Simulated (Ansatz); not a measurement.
We consider rutile MnO2, described by PBEsol (PAW; Ansatz, an electronic-structure program).

Numerical settings: plane-wave cutoff 520 eV, 8×8×12 k mesh (along the axes of the cell as run), Fermi–Dirac smearing 0.01 eV, spin-polarised with opposed moments, scalar-relativistic PAW data made under PBE.

Shape and atoms are relaxed at each volume.

Pressure at four volumes; x = ln(V/9.008 Å³). One pressure is withheld.

| V (Å³/atom) | x | P (GPa) |
|---|---|---|
| 8.648 | -0.0408 | 11.18 |
| 9.008 | 0.0000 | 0.00 |
| 9.188 | 0.0198 | -4.72 |
| 9.368 | 0.0392 | ? |

Problem. Pass a parabola P(x) through the three rows shown, estimate the bulk modulus and its pressure derivative near zero pressure, and predict the withheld pressure.

Solution. Slopes between the rows: (0.00 − (11.18))/(0.0000 − (-0.0408)) = -274.02 and (-4.72 − (0.00))/(0.0198 − (0.0000)) = -238.38 GPa. Their difference over the span 0.0606 is c = 35.64/0.0606 = 588.1 GPa, so P(x) = 11.18 + (-274.02)(x − (-0.0408)) + 588.1 (x − (-0.0408))(x − (0.0000)). At the middle row B = −dP/dx = −[-274.02 + 588.1 × 0.0408] = 250.0 GPa, and B′ = dB/dP = 2c/B = 4.7. At x = 0.0392 the parabola gives -8.90 GPa; the run gives -8.93 GPa. The Birch–Murnaghan fit to the energies at all volumes has B0 = 250 GPa and B′ = 4.6.

Note: the collinear magnetic order is the start's and need not be the measured one; this level leaves the solid without a gap, although one is measured.
